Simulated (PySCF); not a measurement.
Structure problem from calculated spectra and properties.

Formula: C4H7N.

- Valence photoelectron: vertical ionisation energy: 9.71 eV [ΔSCF CAM-B3LYP/def2-SVPD]
- XPS: C1s 290.8, C1s 291.0, C1s 291.2, C1s 291.5, N1s 404.4 eV [ΔSCF SCAN, pcX-2 on the ionised atom, pcseg-1 elsewhere, spin-free X2C]
- Triplet: lowest triplet excitation (Tamm–Dancoff): 4.61 eV [TDA CAM-B3LYP/def2-SVPD]
- Polarisability: 52.1 au [CAM-B3LYP/def2-SVPD]
- NMR, other nuclei: isotropic shieldings of nuclei other than C and H, by class: -127 (1 N) ppm [GIAO PBE/pcSseg-2]
- UV, first state: lowest singlet excitation: 5.46 eV (227 nm, f = 0.002) [TDDFT CAM-B3LYP/def2-SVPD]
- UV, strongest line: among the 10 lowest singlet transitions: S3 at 7.41 eV (167 nm, f = 0.165) [TDDFT CAM-B3LYP/def2-SVPD]
- 13C NMR: chemical shifts (computed TMS as zero) by class: 175.1 (1 C), 68.9 (1 C), 41.8 (1 C), 25.2 (1 C) ppm [GIAO PBE/pcSseg-2]
- Rotational structure: rotational constants A, B, C: 7.812, 7.451, 4.150 GHz [PBE0-D3(BJ)/def2-SVP]

The electronic properties come from PySCF, for the isolated species, density fitting. Levels stand in brackets. One conformer (not necessarily the lowest) at the PBE0-D3(BJ)/def2-SVP geometry, without solvent, vibrations or thermal averaging. NMR values are class means; diastereotopic atoms form classes of their own.

Question: Propose a structure and show how it fits.

Answer: Numbering: `[CH:1]1=[N:2][CH2:3][CH2:4][CH2:5]1`. Its formula, C4H7N, gives 2 degrees of unsaturation: 1 ring and 1 π bond in the structure found. 4 carbons fall into 4 classes; from least to most shielded: imine carbon [C1] (175.1 ppm), ring sp3 carbon bound to nitrogen [C3] (68.9 ppm), ring CH2 carbon [C5] (41.8 ppm), ring CH2 carbon [C4] (25.2 ppm). The other shieldings belong to: -127 ppm, imine nitrogen [N2]. The core levels belong to: C1s 290.8 eV, ring CH2 carbon [C4]; C1s 291.0 eV, ring CH2 carbon [C5]; C1s 291.2 eV, sp3 carbon bound to nitrogen [C3]; C1s 291.5 eV, imine carbon [C1]; N1s 404.4 eV, imine nitrogen [N2]. The hole state at 291.5 eV has ⟨S²⟩ = 0.84 against 0.75, so that value is less sure. The first electron is taken from the HOMO, whose largest Löwdin shares are 0.61 on the imine nitrogen, 0.11 on the imine carbon, 0.10 on the sp3 carbon bound to nitrogen and 0.07 on a ring CH2 carbon. By its constants the optimised geometry is an asymmetric top. Structure: `C1CC=NC1` (1-pyrroline). Computed isomers that give other values at the same levels: `N[C@H]1[C@H]2C[C@@H]12` (core binding energies: C1s 290.5 (×2), C1s 290.7, C1s 291.6, N1s 404.9 eV); `[H]/N=C\C1CC1` (rotational constant A: 11.316 GHz; this holds for the one conformer computed); `CC(C)C#N` (core binding energies: C1s 291.3 (×2), C1s 292.1, C1s 292.3, N1s 405.0 eV). The assignments are read from this structure; whether some other isomer fits the data as well wasn't checked.
